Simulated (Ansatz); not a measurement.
# Heat of formation of CH4N2S (thiourea) from total energies

CH4N2S has 8 atoms, charge 0, and is taken as a singlet. As SMILES, `NC(N)=S`. The coordinates come from a PBE0-D4/def2-TZVP relaxation. This is one conformer, not always the lowest.

| atom | x (Å) | y (Å) | z (Å) |
| --- | --- | --- | --- |
| N | 0.1392 | 1.1247 | -0.3148 |
| C | -0.2111 | -0.1835 | -0.3498 |
| N | 0.1255 | -0.8946 | 0.7532 |
| S | -0.9919 | -0.8623 | -1.6430 |
| H | -0.2221 | 1.6910 | -1.0617 |
| H | 0.3096 | 1.5812 | 0.5661 |
| H | -0.0049 | -1.8883 | 0.6856 |
| H | 0.8558 | -0.5681 | 1.3643 |

Total energies at revPBE/def2-SVPD (Ansatz 0.2.0); the atoms run unrestricted:

```tsv
species	state	energy (Eh)
CH4N2S	singlet	-547.899205
N	quartet	-54.523572
C	triplet	-37.801944
S	triplet	-397.910687
H	doublet	-0.503193
```

Harmonic wavenumbers at PBE0-D4/def2-TZVP, in cm⁻¹: 320, 372, 400, 459, 496, 591, 651, 787, 1067, 1079, 1429, 1454, 1629, 1651, 3593, 3601, 3728, 3729.

Measured heats of formation of the gaseous atoms at 298.15 K, in kJ/mol: N 472.4, C 716.9, S 277.0, H 218.0. Spin-orbit lowering of the atoms at 298 K (mean of the ground term's levels less their thermal mean, from spectra), in kJ/mol: C 0.02, S 1.88. Take 1 Eh = 2625.50 kJ/mol, 1 cm⁻¹ = 0.0119627 kJ/mol, RT = 2.479 kJ/mol.

What heat of formation follows?


1. Electronic atomisation energy: 2 × (-54.523572) + (-37.801944) + (-397.910687) + 4 × (-0.503193) − (-547.899205) = 1.126658 Eh = 2958.0 kJ/mol.
2. Zero-point energy: half the sum of the wavenumbers, 13518 cm⁻¹ = 161.7 kJ/mol.
3. Thermal vibrational enthalpy, Σ hcν̃/(exp(hcν̃/kT) − 1): 5.2 kJ/mol. Translation, rotation and pV of a non-linear molecule: 4 RT = 9.9 kJ/mol.
4. The 8 free atoms carry 5/2 RT each: 49.6 kJ/mol.
5. Spin-orbit coupling lowers the free atoms by 0.02 + 1.88 = 1.9 kJ/mol.
6. Atomisation enthalpy at 298 K: 2958.0 − 1.9 − 161.7 − 5.2 − 9.9 + 49.6 = 2828.9 kJ/mol.
7. Sum of the atoms' heats of formation: 2810.7 kJ/mol. Heat of formation: 2810.7 − 2828.9 = -18.2 kJ/mol.

The tabulated value is +22.9 kJ/mol (CRC Handbook of Chemistry and Physics), so this level is off by -41.1 kJ/mol, or 1.5 % of the atomisation enthalpy that the table implies (2787.8 kJ/mol). Gradient-corrected functionals often overbind somewhat. Anharmonicity and any spin-orbit splitting of the molecule are left out.
